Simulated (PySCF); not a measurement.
**[C3F3]+ (SMILES Fc1c(F)[c+]1F) at 5 levels**

We compute a comparison of 5 runs (HF/STO-3G, B2PLYP/pcseg-1, B3LYP/6-31G*, B3LYP/aug-cc-pVDZ) of [C3F3]+. Input form: a Python script.

Program for the calculation: PySCF 2.14.0.

## 1. The molecule

[C3F3]+: 6 atoms, total charge +1, spin state singlet. SMILES: `Fc1c(F)[c+]1F`. The coordinates come from a GFN2-xTB relaxation.

Bond lengths: F1–C2 1.257 Å, C2–C3 1.397 Å, C3–F4 1.257 Å, C2–C5 1.397 Å, C3–C5 1.397 Å, C5–F6 1.257 Å. Angles: F1–C2–C3 150.0°, F1–C2–C5 150.0°, C3–C2–C5 60.0°, C2–C3–F4 150.0°, C2–C3–C5 60.0°, F4–C3–C5 150.0°, C2–C5–C3 60.0°, C2–C5–F6 150.0°, C3–C5–F6 150.0°.

## 2. Energy and forces at HF/STO-3G (run 1)

Input file run.py:

```python
from pyscf import gto, scf

system = gto.M(
    atom='''
F       -0.687640      -1.378170       1.373140
C       -0.268600      -0.539090       0.536680
C        0.097390      -0.213410      -0.771790
F        0.247560      -0.545890      -1.974450
C        0.172110       0.752070       0.235440
F        0.439180       1.924490       0.600990
''',
    max_memory=1860,
    basis='sto-3g',
    spin=0,
    verbose=4,
    charge=1,
)

calc0 = scf.RHF(system)
calc0.conv_tol = 1e-10
calc0.kernel()
if not calc0.converged:
    calc0 = calc0.newton().run(calc0.mo_coeff, calc0.mo_occ)

etot = calc0.e_tot
print(f'total energy: {etot:.8f} hartree')
grad = calc0.nuc_grad_method().kernel()
calc0.analyze()
```

On the command line:

```sh
OMP_NUM_THREADS=1 python run.py
```

Standard output:

```text
PySCF version 2.14.0

[... 73 lines left out ...]
Total Energy =                        -405.972817697267715
[... 8 lines left out ...]
MO #2   energy= -26.3983701651752  occ= 2
[... 6 lines left out ...]
MO #9   energy= -1.90087773778919  occ= 2
[... 6 lines left out ...]
MO #16  energy= -0.953532859605992 occ= 2
[... 6 lines left out ...]
MO #23  energy= -0.0404927972359892 occ= 0
[... 6 lines left out ...]
MO #30  energy= 0.72679167893815   occ= 0
[... 40 lines left out ...]
WARN: System has nonzero charge 1; the dipole moment is origin-dependent.
Location of origin: [0. 0. 0.]

Dipole moment(X, Y, Z, Debye):  0.00131, -0.00078,  0.00050
```

Wall time 3.3 s (1 thread of Intel Xeon at 2.50GHz (Skylake/Cascade Lake), shared host); peak memory 0.12 GiB.

## 3. A single-point energy at B2PLYP/pcseg-1 (run 2)

Input file job.py:

```python
# Fc1c(F)[c+]1F
from pyscf import gto, dft, mp

mol = gto.M(
    atom='''
F     -1.299451    -2.604364     2.594859
C     -0.507580    -1.018732     1.014178
C      0.184040    -0.403286    -1.458472
F      0.467821    -1.031583    -3.731170
C      0.325241     1.421206     0.444917
F      0.829930     3.636759     1.135707
''',
    verbose=3,
    max_memory=1860,
    basis='pcseg-1',
    charge=1,
    unit='bohr',
)

calc0 = dft.RKS(mol)
calc0.xc = '0.53*HF + 0.47*B88, 0.73*LYP'
calc0.conv_tol = 1e-10
calc0.grids.level = 5
calc0.kernel()
if not calc0.converged:
    calc0 = calc0.newton().run(calc0.mo_coeff, calc0.mo_occ)

pt = mp.MP2(calc0, frozen=6).run()
e_final = calc0.e_tot + 0.27 * pt.e_corr
print('PT2 part  %.8f' % (0.27 * pt.e_corr))
print('E(%s) = %.9f' % ('B2PLYP', e_final))
calc0.analyze()
```

On the command line:

```sh
OMP_NUM_THREADS=1 python job.py
```

Standard output:

```text
converged SCF energy = -412.656125081153
[... 13 lines left out ...]
MO #9   energy= -1.74764392001558  occ= 2
[... 14 lines left out ...]
MO #24  energy= -0.220393944905988 occ= 0
[... 14 lines left out ...]
MO #39  energy= 0.497902881084216  occ= 0
[... 14 lines left out ...]
MO #54  energy= 1.2774989418246    occ= 0
[... 14 lines left out ...]
MO #69  energy= 2.30221183469595   occ= 0
[... 14 lines left out ...]
MO #84  energy= 3.48692775498103   occ= 0
[... 8 lines left out ...]
WARN: System has nonzero charge 1; the dipole moment is origin-dependent.
Location of origin: [0. 0. 0.]

Dipole moment(X, Y, Z, Debye):  0.00127, -0.00102,  0.00070
```

Wall time 36 s (1 thread of Intel Xeon at 2.50GHz (Skylake/Cascade Lake), shared host); peak memory 0.42 GiB.

Runs 3 to 4 aren't shown in full; the table further down has their settings and results.

## 4. Energy and gradient at B3LYP/aug-cc-pVDZ (run 5)

Input file run.py:

```python
# Fc1c(F)[c+]1F
from pyscf import gto, dft

molecule = gto.Mole()
molecule.atom = '''
F     -0.687640    -1.378170     1.373140
C     -0.268600    -0.539090     0.536680
C      0.097390    -0.213410    -0.771790
F      0.247560    -0.545890    -1.974450
C      0.172110     0.752070     0.235440
F      0.439180     1.924490     0.600990
'''
molecule.verbose = 4
molecule.charge = 1
molecule.max_memory = 1860
molecule.basis = 'aug-cc-pvdz'
molecule.spin = 0
molecule.build()

calc0 = dft.RKS(molecule)
calc0.xc = 'b3lyp'
calc0.grids.level = 5
calc0.conv_tol = 1e-10
calc0.kernel()
if not calc0.converged:
    calc0 = calc0.newton().run(calc0.mo_coeff, calc0.mo_occ)

e_final = calc0.e_tot
print('E(%s) = %.9f' % ('B3LYP', e_final))
grad = calc0.nuc_grad_method().kernel()
dip = calc0.dip_moment()
pop, q = calc0.mulliken_pop()
```

On the command line:

```sh
OMP_NUM_THREADS=1 python run.py
```

Standard output:

```text
PySCF version 2.14.0

[... 74 lines left out ...]
converged SCF energy = -413.43268581467
[... 15 lines left out ...]
WARN: System has nonzero charge 1; the dipole moment is origin-dependent.
[... 2 lines left out ...]
Dipole moment(X, Y, Z, Debye):  0.00098, -0.00087,  0.00059
[... 145 lines left out ...]
charge of    5F =     -0.18764
```

It took 1.9 min on 1 thread of Intel Xeon at 2.50GHz (Skylake/Cascade Lake), shared host; peak memory 1.5 GiB.

## 5. All runs side by side

```
run                               level      task  frozen core orbitals  energy (Eh)  HOMO energy (eV)  LUMO energy (eV)  HOMO–LUMO gap (eV)  wall time
  1                           HF/STO-3G  gradient                     –  -405.972818            -17.75             -1.10               16.65      3.3 s
  2                      B2PLYP/pcseg-1    energy                     6  -412.954945            -18.44             -6.00               12.44       36 s
  3  B3LYP/6-31G* (spherical functions)  gradient                     –  -413.378472            -16.56             -7.56                9.00       48 s
  4  B3LYP/6-31G* (Cartesian functions)  gradient                     –  -413.382676            -16.56             -7.56                9.00       49 s
  5                   B3LYP/aug-cc-pVDZ  gradient                     –  -413.432686            -16.83             -7.83                9.00    1.9 min
```

## 6. Results

| quantity | value |
| --- | --- |
| run 5: total energy | -413.43269 Eh |
| run 5: HOMO energy | -16.83 eV |
| run 5: LUMO energy | -7.83 eV |
| run 5: HOMO–LUMO gap | 9.00 eV |
| run 5: largest force on an atom | 1.022 eV/Å |

**Reading.** The HOMO–LUMO gap runs from 9.00 eV (B3LYP/aug-cc-pVDZ) to 16.65 eV (HF/STO-3G). The two ends differ in method and basis. Totals of different functionals can't be ranked against each other. In run 1 the basis is minimal, so the values are rough. All runs together took 4.2 min, the longest 1.9 min.
